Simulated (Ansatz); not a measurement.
**AlCl: up Jacob's ladder to CCSD(T)**

An exercise on one series of results from a longer session: the logs are not shown, and one member is left open.

The runs use Ansatz 0.2.0, Gaussian basis; functionals in def2-TZVPP, the program's frozen cores in correlated methods.

The runs, in order: LDA (SPW92), PBE-D4, revPBE-D4, BLYP-D4, r2SCAN-D4, B97M-V, PBE0-D4, B3LYP-D4, r2SCANh-D4, r2SCAN0-D4, HSE06-D4, BHLYP-D4, CAM-B3LYP-D4, LC-ωPBE, ωB97X-V, ωB97M-V, B2PLYP, PBE-QIDH; CCSD(T)/def2-SVP; CCSD(T)/def2-TZVPP; CCSD(T)/def2-QZVPP; extrapolation to the limit; RPA on PBE.

## The geometry

The geometry comes from an earlier relaxation with PBE0-D4 in a triple-zeta def2 set; it is a stationary point.

SMILES `[Al][Cl]`, 2 atoms, charge 0, spin multiplicity 1.

Atoms are counted from 1 here; the program's logs count them from 0.

Bond lengths: Al1–Cl2 2.146 Å.

The first run:

in.yaml

```yaml
crystal:
  periodic: [false, false, false]
  atoms:
    - {symbol: Al, position_ang: [0.000000, -0.000000, -0.007878]}
    - {symbol: Cl, position_ang: [-0.000000, 0.000000, 2.137991]}
basis:
  gaussian: {orbitals: def2-TZVPP}
hamiltonian: {xc: lda}
output: {orbitals: {seedname: orbitals}}
```

On the command line:

```bash
$ ansatz run in.yaml --threads 2 --pin off --events-out ev --progress --plain --max-ram 22528MiB --backend cpu
```

Among the steps run: LDA; PBE-D4 (GGA); revPBE-D4 (GGA); BLYP-D4 (GGA); r2SCAN-D4 (meta-GGA); B97M-V (meta-GGA); PBE0-D4 (hybrid); B3LYP-D4 (hybrid); r2SCANh-D4 (hybrid); r2SCAN0-D4 (hybrid); HSE06-D4 (hybrid); BHLYP-D4 (hybrid); CAM-B3LYP-D4 (range-separated); LC-ωPBE (range-separated); ωB97X-V (range-separated); ωB97M-V (range-separated); B2PLYP (double hybrid); PBE-QIDH (double hybrid).

One of the session's tables, all rows but one given; the rest of the session is left out.

It belongs to the step «Frontier levels by functional». 

```
  functional  HOMO (eV)  LUMO (eV)  gap (eV)
 LDA (SPW92)      -6.15      -2.47      3.68
      PBE-D4      -6.05      -2.35      3.70
   revPBE-D4      -6.01      -2.31      3.70
     BLYP-D4      -5.91      -2.19      3.72
   r2SCAN-D4      -6.22      -2.23      4.00
      B97M-V      -6.27      -2.18      4.09
     PBE0-D4      -7.00      -1.65      5.35
    B3LYP-D4      -6.83      -1.79      5.04
  r2SCANh-D4      -6.57      -1.96      4.61
  r2SCAN0-D4      -7.10      -1.57      5.53
    HSE06-D4      -6.60      -2.01      4.59
    BHLYP-D4      -7.82      -0.84      6.98
CAM-B3LYP-D4      -8.21      -0.63      7.57
     LC-ωPBE      -9.41       0.29      9.70
     ωB97X-V      -9.12       0.26      9.38
     ωB97M-V          ?          ?         ?
```

**Question.** Estimate the row for ωB97M-V.

As computed: HOMO (eV): -8.94; LUMO (eV): 0.17; gap (eV): 9.11. In the column «HOMO (eV)» it lies between ωB97X-V (-9.12) and CAM-B3LYP-D4 (-8.21).
